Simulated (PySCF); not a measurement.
Species: C3H3F.
SMILES with atom numbers: `[F:1][CH:2]1[CH:3]=[CH:4]1` (hydrogens: H5 on C2; H6 on C3; H7 on C4)

The same species was optimised twice, with GFN2-xTB and with PBE0-D3(BJ)/def2-SVP (PySCF), and the same property calculations (PySCF, gas phase) were run on both structures.

```
  coordinate  GFN2-xTB  PBE0-D3(BJ)/def2-SVP  change
   C4–H7 (Å)     1.062                 1.088  +0.026
   C3–H6 (Å)     1.062                 1.088  +0.026
   C2–H5 (Å)     1.084                 1.099  +0.015
   C2–C4 (Å)     1.480                 1.467  -0.013
   C2–C3 (Å)     1.479                 1.467  -0.012
   F1–C2 (Å)     1.385                 1.374  -0.011
   C3=C4 (Å)     1.307                 1.308  +0.001
C2–C4–H7 (°)     145.4                 147.0    +1.6
C2–C3–H6 (°)     145.5                 147.0    +1.5
C4–C3–H6 (°)     150.6                 149.4    -1.2
C3–C4–H7 (°)     150.7                 149.4    -1.3
C4–C2–H5 (°)     125.0                 123.9    -1.1
C3–C2–H5 (°)     125.0                 123.9    -1.1
F1–C2–C4 (°)     118.4                 119.1    +0.7
F1–C2–C3 (°)     118.3                 119.0    +0.7
```

Rotational constants: A = 22856, B = 7098, C = 6347 MHz (GFN2-xTB) against A = 22922, B = 7160, C = 6375 MHz (PBE0-D3(BJ)/def2-SVP). Point groups within 0.08 Å: Cs and Cs.

On the GFN2-xTB structure: isotropic polarisability (au) 33.2 [CAM-B3LYP/def2-SVPD]; HOMO (eV) -9.87 [CAM-B3LYP/def2-SVPD]; LUMO (eV) 0.70 [CAM-B3LYP/def2-SVPD]; dipole (D) 2.38 [CAM-B3LYP/def2-SVPD].

Q: What do these properties become on the PBE0-D3(BJ)/def2-SVP structure?

A: 
```csv
property,level,on GFN2-xTB,on PBE0-D3(BJ)/def2-SVP,change
isotropic polarisability (au),CAM-B3LYP/def2-SVPD,33.2,33.6,+0.4
HOMO (eV),CAM-B3LYP/def2-SVPD,-9.87,-9.89,-0.02
LUMO (eV),CAM-B3LYP/def2-SVPD,0.70,0.72,+0.02
dipole (D),CAM-B3LYP/def2-SVPD,2.38,2.36,-0.02
"energy, GFN2-xTB geometry as zero (kcal/mol)",CAM-B3LYP/def2-SVPD,0.0,-0.6,-0.6
```

The heavy atoms differ by 0.008 Å rms after alignment. Among all bonds C3–H6 and C4–H7 change most and about equally (+0.026 Å). Changes are differences of the printed values. Neither structure is proved a minimum here.
